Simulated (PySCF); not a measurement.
Two-photon absorption: `[SiH3][SiH2][SiH3]`, H$_{8}$Si$_{3}$

Geometry:
```
atom   x (Å)   y (Å)   z (Å)
 Si1   1.857   0.721  -0.045
 Si2   0.176  -0.870  -0.102
 Si3  -1.987  -0.076   0.114
  H4   3.210   0.177  -0.187
  H5   1.700   1.710  -1.115
  H6   1.847   1.470   1.215
  H7   0.429  -1.881   0.940
  H8   0.287  -1.649  -1.348
  H9  -2.320   0.877  -0.949
 H10  -2.175   0.637   1.381
 H11  -3.019  -1.113   0.071
```

Method used: TDDFT PBE0/aug-cc-pVDZ excited states, vertical, gas phase in PySCF 2.14.0. Geometry: GFN2-xTB.

Q: Give the one- and two-photon strengths of the lowest singlets.

A: δ for parallel linear polarisation; σ at the peak of a Lorentzian of half width 0.1 eV, single beam; Ω is circular over linear.
| state | E (eV) | f | photon λ (nm) | δ (au) | σ (GM) | Ω | main |
| --- | --- | --- | --- | --- | --- | --- | --- |
| S1 | 6.96 | 0.271 | 356 | 11.8 | 0.21 | 1.50 | HOMO→LUMO 0.87 |
| S2 | 7.08 | 0.000 | 350 | 0.15 | 0.00 | 1.50 | HOMO→LUMO+3 0.97 |
| S3 | 7.22 | 0.018 | 343 | 9.54 | 0.18 | 0.48 | HOMO−1→LUMO 0.89 |
| S4 | 7.27 | 0.053 | 341 | 9.41 | 0.18 | 1.50 | HOMO→LUMO+1 0.93 |
| S5 | 7.46 | 0.020 | 333 | 136 | 2.77 | 0.47 | HOMO→LUMO+2 0.86 |

Among these, the strongest one-photon state is S1, the strongest two-photon state S5, with a dipole change of 0.8 D (relaxed, norm of the difference vector).
